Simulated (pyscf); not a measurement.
# Four-centre exchange: F–Ti(Cl)(Cl)–Cl (SMILES [F][Ti]([Cl])([Cl])[Cl]) + H₂ (SMILES [H][H]) → F–TiH(Cl)–Cl (SMILES [F][TiH]([Cl])[Cl]) + HCl (SMILES Cl)

Gas phase, singlet surface, charge 0. Bonds broken: Ti2–Cl3, H5–H7. Bonds formed: Ti2–H5, Cl3–H7. PySCF, gas phase, ωB97X-D3(BJ)/def2-SVP geometries.

Transition state (Å):

```xyz
7

Cl    -0.2529     1.4451    -0.8762
Ti     0.2846    -0.3092     0.2640
Cl     2.0515     1.0491     1.5996
Cl     1.8344    -1.5701    -0.5589
H     -0.0184    -0.3280     1.9839
F     -1.1133    -1.2953     0.1209
H      0.9361     0.3425     2.1295
```

One imaginary mode, 461i cm⁻¹; descent along it reached the two sides named.

```json
[
 {"bond": "Ti2–Cl3", "change": "breaks", "reactant side (Å)": "2.154", "saddle": "2.598", "product side": "2.9"},
 {"bond": "H5–H7", "change": "breaks", "reactant side (Å)": "0.760", "saddle": "1.176", "product side": "2.495"},
 {"bond": "Ti2–H5", "change": "forms", "reactant side (Å)": "3.8", "saddle": "1.747", "product side": "1.653"},
 {"bond": "Cl3–H7", "change": "forms", "reactant side (Å)": "3.2", "saddle": "1.423", "product side": "1.286"}
]
```

Electronic energies relative to the separated reactants (kJ/mol):

```tsv
level	barrier	reaction energy	reverse barrier
ωB97X-D3(BJ)/def2-TZVP	175.6	+165.6	10.0
PBE/def2-TZVP	160.3	+168.9	-8.6
r²SCAN/def2-TZVP	167.5	+177.4	-9.8
B3LYP-D3(BJ)/def2-TZVP	173.4	+165.4	8.1
PBE0-D3(BJ)/def2-TZVP	162.8	+161.5	1.3
M06-2X/def2-TZVP	179.1	+157.3	21.8
ωB97M-D3(BJ)/def2-TZVP	172.8	+145.2	27.7
HF/def2-TZVP	226.4	+124.4	101.9
```

With ωB97M-D3(BJ)/def2-TZVP energies and thermal terms (ideal gas, 1 atm, RRHO with modes under 100 cm⁻¹ raised to 100, one conformer, R ln 2 for chiral ones without a mode under 150 cm⁻¹), in kJ/mol:

```json
[
 {"T (K)": "298", "ΔH‡": "172.6", "ΔG‡": "205.5", "ΔH": "+147.0", "ΔG": "+135.8"},
 {"T (K)": "600", "ΔH‡": "169.2", "ΔG‡": "240.5", "ΔH": "+144.2", "ΔG": "+125.7"},
 {"T (K)": "900", "ΔH‡": "168.8", "ΔG‡": "276.4", "ΔH": "+142.6", "ΔG": "+116.8"},
 {"T (K)": "1200", "ΔH‡": "169.8", "ΔG‡": "312.1", "ΔH": "+142.0", "ΔG": "+108.4"}
]
```

At PBE, r²SCAN this geometry lies under the product side: in single points on another level's saddle the reverse barrier vanishes, and the forward threshold there is about the reaction energy. One saddle was located; it need not be the lowest between these sides.
